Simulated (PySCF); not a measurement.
**benzoquinone: calculation against experiment**

**What was measured.**

NIST CCCBDB Release 22 (SRD 101), experimental polarizabilities lists, for the gas: mean polarisability 11.229 Å³.

The results are set against them at the end.

Benzoquinone, C6H4O2.
SMILES with atom numbers: `[O:1]=[C:2]1[CH:3]=[CH:4][C:5](=[O:6])[CH:7]=[CH:8]1` (hydrogens: H9 on C3; H10 on C4; H11 on C7; H12 on C8)

Cartesian coordinates in Å at the PBE0-D3(BJ)/def2-TZVP level; atoms count from 1:
```
atom  x, y, z in Å
O1    -0.7529   -2.3714   -0.9085
C2    -0.4060   -1.2858   -0.4920
C3     1.0214   -0.9570   -0.3014
C4     1.4018    0.2365    0.1556
C5     0.4126    1.2817    0.4886
O6     0.7595    2.3698    0.8985
C7    -1.0149    0.9515    0.3015
C8    -1.3955   -0.2419   -0.1554
H9     1.7262   -1.7412   -0.5546
H10    2.4419    0.5041    0.3049
H11   -1.7197    1.7352    0.5560
H12   -2.4357   -0.5100   -0.3032
```

Runs made with PySCF (gas phase, on this PBE0-D3(BJ)/def2-TZVP geometry; no spin–orbit coupling):

```
                level                                                                                                                            job  basis functions
CAM-B3LYP/aug-cc-pVTZ                                                             10 singlets by full TDDFT, 4 Tamm–Dancoff triplets, polarisability              460
     PBE0/aug-cc-pVTZ  10 singlets by full TDDFT, 4 Tamm–Dancoff triplets, polarisability, dynamic polarisability, density and orbital grids written              460
  wB97X-D/aug-cc-pVTZ                                                  10 singlets by full TDDFT, 4 Tamm–Dancoff triplets, polarisability, ΔSCF ions              460
```

## Comparison

**Mean polarisability.** Measured: 11.229 Å³ (NIST CCCBDB Release 22 (SRD 101), experimental polarizabilities).

```json
{"level": "CAM-B3LYP/aug-cc-pVTZ", "computed (Å³)": "11.298", "computed − measured (Å³)": "+0.069", "% (from the printed values)": "+1"}
{"level": "PBE0/aug-cc-pVTZ", "computed (Å³)": "11.344", "computed − measured (Å³)": "+0.115", "% (from the printed values)": "+1"}
{"level": "wB97X-D/aug-cc-pVTZ", "computed (Å³)": "11.325", "computed − measured (Å³)": "+0.096", "% (from the printed values)": "+1"}
```

Closest is CAM-B3LYP/aug-cc-pVTZ (+0.069 Å³), furthest PBE0/aug-cc-pVTZ (+0.115 Å³); one molecule doesn't rank methods. All 3 levels lie above the measurement. The computed values are static and purely electronic, with core orbitals frozen in the response (1 au = 0.148185 Å³). The table of measured values doesn't say here whether a value is static or optical, or holds a vibrational part.

No measured geometry was used, and the causes of the misses weren't examined.
